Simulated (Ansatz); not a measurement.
Born–Oppenheimer molecular dynamics of H5NSi (7 atoms, charge 0, multiplicity 1). It starts at the highest image of a converged band. Of that band: Neighbouring images differ by up to 2.6 eV, so the band resolves the path poorly. A vibrational analysis at the climbing image gives one clearly imaginary mode, 1314i cm⁻¹: a first-order saddle point.

These are results of RKS B3LYP/6-31G* (Ansatz 0.2.0), not measurements.

```
ensemble                      : NVE (velocity Verlet)
time step                     : 0.5 fs
steps asked                   : 200
starting velocities drawn for : 100 K
seed                          : 7873
```

Frames 2.5 fs apart, positions in Å, forces in eV/Å.

Velocities at 35 fs (Å/ps):

```
Si -1.09 -1.34 -6.71
H 5.04 -14.47 84.07
H 19.87 12.27 86.28
N 0.44 1.14 -0.39
H 9.57 -17.84 2.66
H -13.00 18.00 18.12
H 2.81 23.57 1.10
```

```xyz
7
Properties=species:S:1:pos:R:3:forces:R:3 time_fs=35 energy_less_start_eV=-0.900 T=1491
Si 0.338 0.081 -0.651 -0.52 0.36 0.69
H 0.630 -0.317 2.385 -0.05 -0.05 0.09
H 1.163 0.101 2.088 0.18 0.09 0.07
N -0.760 1.421 -0.553 0.03 -0.17 -0.28
H -1.741 1.338 -0.287 0.46 0.24 0.25
H -0.513 2.334 -0.882 -0.16 0.61 -0.52
H -0.621 -0.529 0.365 0.06 -1.07 -0.30
7
Properties=species:S:1:pos:R:3:forces:R:3 time_fs=37.5 energy_less_start_eV=-0.877 T=1457
Si 0.335 0.078 -0.668 -0.30 0.55 0.54
H 0.654 -0.344 2.591 0.75 0.63 -0.36
H 1.204 0.124 2.312 -0.68 -0.61 0.44
N -0.758 1.425 -0.555 0.87 0.93 -0.73
H -1.711 1.300 -0.270 -0.32 0.23 0.50
H -0.552 2.387 -0.850 -0.29 -0.56 -0.24
H -0.613 -0.503 0.361 -0.03 -1.16 -0.15
7
Properties=species:S:1:pos:R:3:forces:R:3 time_fs=40 energy_less_start_eV=-0.950 T=1570
Si 0.331 0.076 -0.682 -0.22 0.57 0.48
H 0.711 -0.344 2.781 -0.58 -0.54 0.26
H 1.217 0.120 2.557 0.61 0.54 -0.22
N -0.753 1.431 -0.560 0.22 0.76 -0.41
H -1.694 1.277 -0.226 -0.01 0.28 0.37
H -0.606 2.412 -0.834 -0.06 -0.70 -0.26
H -0.607 -0.546 0.347 0.03 -0.91 -0.22
7
Properties=species:S:1:pos:R:3:forces:R:3 time_fs=42.5 energy_less_start_eV=-1.041 T=1710
Si 0.326 0.076 -0.696 -0.25 0.47 0.45
H 0.745 -0.366 2.981 -0.06 -0.06 0.01
H 1.255 0.138 2.795 0.07 0.06 0.00
N -0.747 1.441 -0.566 -0.86 -0.79 0.49
H -1.676 1.270 -0.160 0.61 0.34 0.02
H -0.662 2.402 -0.835 0.32 0.39 -0.58
H -0.597 -0.642 0.319 0.17 -0.41 -0.39
7
Properties=species:S:1:pos:R:3:forces:R:3 time_fs=45 energy_less_start_eV=-1.085 T=1779
Si 0.322 0.076 -0.709 -0.17 0.31 0.29
H 0.775 -0.391 3.183 0.69 0.73 -0.21
H 1.297 0.160 3.031 -0.69 -0.73 0.21
N -0.745 1.448 -0.571 -0.61 -0.81 0.54
H -1.627 1.283 -0.091 0.13 0.24 0.07
H -0.702 2.408 -0.869 0.43 0.14 -0.46
H -0.579 -0.762 0.268 0.21 0.12 -0.45
7
Properties=species:S:1:pos:R:3:forces:R:3 time_fs=47.5 energy_less_start_eV=-1.100 T=1802
Si 0.316 0.077 -0.722 0.03 0.19 -0.04
H 0.835 -0.384 3.375 -0.57 -0.64 0.11
H 1.310 0.150 3.277 0.57 0.64 -0.11
N -0.745 1.451 -0.573 -0.12 -0.03 0.11
H -1.571 1.310 -0.018 -0.44 0.21 0.22
H -0.716 2.418 -0.928 0.39 -0.87 0.03
H -0.548 -0.876 0.192 0.12 0.49 -0.31
7
Properties=species:S:1:pos:R:3:forces:R:3 time_fs=50 energy_less_start_eV=-1.102 T=1805
Si 0.311 0.079 -0.734 0.28 0.20 -0.44
H 0.872 -0.402 3.571 -0.03 -0.04 0.00
H 1.346 0.166 3.520 0.03 0.04 0.00
N -0.746 1.454 -0.575 -0.56 -0.76 0.75
H -1.536 1.351 0.065 0.01 0.36 -0.34
H -0.707 2.385 -0.988 0.32 -0.39 0.06
H -0.510 -0.962 0.097 -0.06 0.60 -0.03
7
Properties=species:S:1:pos:R:3:forces:R:3 time_fs=52.5 energy_less_start_eV=-1.051 T=1726
Si 0.307 0.081 -0.747 0.51 0.30 -0.80
H 0.907 -0.424 3.768 0.63 0.80 -0.01
H 1.385 0.185 3.761 -0.63 -0.80 0.01
N -0.749 1.453 -0.573 -0.65 -1.65 1.35
H -1.501 1.413 0.129 0.16 0.36 -0.69
H -0.679 2.331 -1.046 0.26 0.52 -0.17
H -0.476 -1.014 0.002 -0.28 0.47 0.31
7
Properties=species:S:1:pos:R:3:forces:R:3 time_fs=55 energy_less_start_eV=-1.036 T=1703
Si 0.303 0.084 -0.762 0.60 0.34 -0.99
H 0.969 -0.410 3.964 -0.53 -0.71 -0.05
H 1.396 0.169 4.003 0.53 0.71 0.05
N -0.754 1.446 -0.566 0.14 -0.72 0.25
H -1.461 1.496 0.155 -0.43 0.23 -0.21
H -0.636 2.299 -1.109 0.10 -0.10 0.39
H -0.458 -1.038 -0.076 -0.41 0.25 0.56
7
Properties=species:S:1:pos:R:3:forces:R:3 time_fs=57.5 energy_less_start_eV=-1.025 T=1686
Si 0.301 0.087 -0.780 0.44 0.13 -0.88
H 1.010 -0.426 4.158 -0.01 -0.01 0.00
H 1.428 0.181 4.248 0.01 0.01 0.00
N -0.760 1.436 -0.558 0.42 0.11 -0.39
H -1.444 1.592 0.168 -0.47 0.01 -0.11
H -0.587 2.263 -1.150 -0.06 -0.42 0.77
H -0.464 -1.046 -0.121 -0.33 0.16 0.61
7
Properties=species:S:1:pos:R:3:forces:R:3 time_fs=60 energy_less_start_eV=-1.000 T=1647
Si 0.299 0.090 -0.799 0.05 -0.29 -0.52
H 1.050 -0.443 4.352 0.54 0.83 0.18
H 1.462 0.196 4.492 -0.54 -0.83 -0.18
N -0.763 1.426 -0.551 -0.20 0.08 0.45
H -1.450 1.688 0.170 0.15 -0.47 -0.60
H -0.540 2.208 -1.151 0.06 0.44 0.21
H -0.488 -1.044 -0.131 -0.07 0.25 0.46
7
Properties=species:S:1:pos:R:3:forces:R:3 time_fs=62.5 energy_less_start_eV=-0.979 T=1615
Si 0.298 0.093 -0.819 -0.36 -0.67 -0.10
H 1.113 -0.424 4.554 -0.46 -0.76 -0.22
H 1.472 0.174 4.729 0.46 0.76 0.22
N -0.768 1.416 -0.542 0.01 0.30 0.20
H -1.452 1.757 0.141 0.03 -0.70 -0.30
H -0.489 2.176 -1.137 0.10 0.75 -0.05
H -0.516 -1.028 -0.113 0.21 0.33 0.24
```

Of the whole run (100 fs, mean temperature of the second half 1701 K): The conserved energy stayed within 0.093 meV per atom of its start (net change 0.026 meV per atom), so the integration is sound. The kinetic energy rose, since the run started high on the potential surface and went downhill. It ends in pieces (H2 + H3NSi), so much of that is their flight and rotation, not heat. A run of 0.1 ps of so small a system gives no equilibrium averages. The orbitals stay closed-shell, which can raise the energy where a bond breaks towards radicals; this wasn't checked here.

The run took 120 s on 1 thread of Intel(R) Xeon(R) 6975P-C (Granite Rapids) (shared host), peak memory 0.11 GiB.
